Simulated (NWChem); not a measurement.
Species: trimethylamine (C3H9N); SMILES CN(C)C

Program: NWChem. Pople sets run with spherical d functions. Geometry: optimised at PBE0/def2-SVP. Total energies compare along this basis series because the functional is fixed.

```csv
level,basis functions,energy (Ha),highest occupied level (eV),orbital gap (eV),dipole (D)
B3LYP/STO-3G,29,-172.3279,-3.24,13.16,0.80
B3LYP/3-21G,54,-173.5203,-5.24,8.10,0.57
B3LYP/6-31G*,74,-174.4707,-5.57,7.86,0.45
B3LYP/6-31+G*,90,-174.4781,-5.86,6.04,0.46
B3LYP/def2-SVP,101,-174.3457,-5.69,7.08,0.37
B3LYP/def2-SVPD,152,-174.3599,-5.89,6.32,0.44
B3LYP/def2-TZVP,178,-174.5433,-5.88,6.69,0.38
B3LYP/6-311++G**,151,-174.5270,-5.90,5.61,0.44
```
